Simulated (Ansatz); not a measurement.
`[CH2]C#N`, charge 0, multiplicity 2.

**Question.** Give a relaxed structure at PBE0-D4/def2-TZVP (Ansatz 0.2.0). (Estimate.)

**Answer.** The calculation gave: 
```xyz
5

C     0.421    0.357    0.129
C    -0.601   -0.510   -0.184
N    -1.466   -1.243   -0.450
H     1.255    0.477   -0.548
H     0.390    0.919    1.053
```
Point group C2v.
